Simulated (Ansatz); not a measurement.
## Molecular dynamics of H₆Si₂

Input:

```yaml
crystal:
  periodic: [false, false, false]
  atoms:
    - { symbol: Si, position_ang: [-0.073593, -0.023312, -0.101052] }
    - { symbol: Si, position_ang: [0.107985, 0.0113, 2.257284] }
    - { symbol: H, position_ang: [-1.320783, -0.153184, 2.744597] }
    - { symbol: H, position_ang: [0.930114, -1.105447, 2.776315] }
    - { symbol: H, position_ang: [0.718843, 1.27285, 2.82534] }
    - { symbol: H, position_ang: [1.019981, 0.696359, -0.800986] }
    - { symbol: H, position_ang: [-1.407928, 0.611664, -0.47745] }
    - { symbol: H, position_ang: [8.2e-05, -1.442747, -0.639012] }
basis:
  gaussian: { orbitals: def2-SVP }
hamiltonian:
  xc: pbe
  dispersion: d4
md:
  timestep: 2.0
  n_steps: 40
  ensemble: nvt_nose_hoover
  temperature: 700.0
  initial_velocities: maxwell_boltzmann
  seed: 416109
  nose_hoover: { tau: 300.0, chain_length: 5 }
```

Launched with:

```bash
$ ansatz run input.yaml --threads 1 --pin off --max-ram 2048MiB --backend cpu --events-out ev --progress --plain --runs-dir out
```

It goes on from the last frame of an earlier run, with new velocities.

Output, in part (step lines, the closing report, with atoms numbered from 0):

```
md step     0: t =     0.00 fs  T =   700.0 K  F+E_penalty+E_count = -15838.90755633 eV  E_kin = 0.542892 eV  conserved = -15838.36466434 eV  (21 SCF iters)
[... lines left out ...]
Total energy: -15838.65781037 eV, -582.0599387032 hartree
Atom 0 at    -0.075530    -0.034477    -0.108923 Å, force    -0.663606    -0.166725     1.020548 eV/Å
Atom 1 at     0.107792     0.020214     2.253002 Å, force    -1.736846    -1.077461     0.554965 eV/Å
Atom 2 at    -1.403242    -0.064156     2.865367 Å, force     1.447611     0.164363    -0.573734 eV/Å
Atom 3 at     0.832143    -1.174534     2.831942 Å, force    -0.037217    -0.022776    -0.174746 eV/Å
Atom 4 at     0.796593     1.172261     2.837728 Å, force     0.242855     0.759439     0.099123 eV/Å
Atom 5 at     0.953227     0.777754    -0.666269 Å, force     1.149749     1.089438    -0.626735 eV/Å
Atom 6 at    -1.399680     0.602585    -0.429302 Å, force    -0.061489    -0.260833    -0.199060 eV/Å
Atom 7 at     0.220598    -1.371689    -0.672072 Å, force    -0.341059    -0.485446    -0.100360 eV/Å
Dipole moment:     0.020452     0.009234    -0.101392 e Å
```

The steps, from the saved trajectory:

```tsv
time (fs)	T (K)	potential energy less start (eV)	conserved less start (meV/atom)
0	700	0.000	0.00
2	472	0.206	3.57
4	315	0.333	4.32
6	361	0.280	2.12
8	338	0.295	1.79
10	169	0.437	3.07
12	104	0.506	5.42
14	323	0.302	1.21
16	401	0.239	0.90
18	276	0.367	4.68
20	344	0.302	3.20
22	503	0.166	1.61
24	500	0.171	1.94
26	376	0.281	3.61
28	380	0.283	4.20
30	509	0.154	0.54
32	411	0.247	2.65
34	296	0.352	4.65
36	383	0.266	2.21
38	430	0.229	2.15
40	350	0.293	2.36
42	255	0.385	4.59
44	364	0.282	2.31
46	430	0.217	0.58
48	282	0.364	4.50
50	297	0.345	3.48
52	430	0.228	1.83
54	436	0.225	1.98
56	328	0.320	3.40
58	346	0.315	4.49
60	535	0.138	0.58
62	487	0.184	1.50
64	294	0.361	4.93
66	313	0.329	2.77
68	371	0.278	1.90
70	285	0.348	2.36
72	160	0.463	4.51
74	256	0.381	3.58
76	448	0.210	0.83
78	433	0.242	3.17
80	434	0.250	4.21
```

The run went to its last step. The conserved energy wandered by up to 5.4 meV per atom (net 4.2 meV per atom), which is poor conservation. The mean temperature of the second half is 49 % below the set value. A step of 2 fs is long for free X–H stretches (periods near 10 fs) and can bias their spread and the temperature. A run of 0.08 ps of so small a system gives no equilibrium averages.

The same pairs are bonded in the first frame and the last. Pairs count as bonded within 1.25 times the sum of covalent radii (0.12 Å more for H–H).

Last frame:

```xyz
8
Properties=species:S:1:pos:R:3
Si -0.075 -0.035 -0.109
Si 0.108 0.020 2.253
H -1.403 -0.064 2.865
H 0.832 -1.175 2.832
H 0.797 1.172 2.838
H 0.953 0.778 -0.666
H -1.400 0.603 -0.429
H 0.221 -1.372 -0.672
```

The run took 59 s on 1 thread of Arm Neoverse V1, on a shared host, peak memory 0.1 GiB.
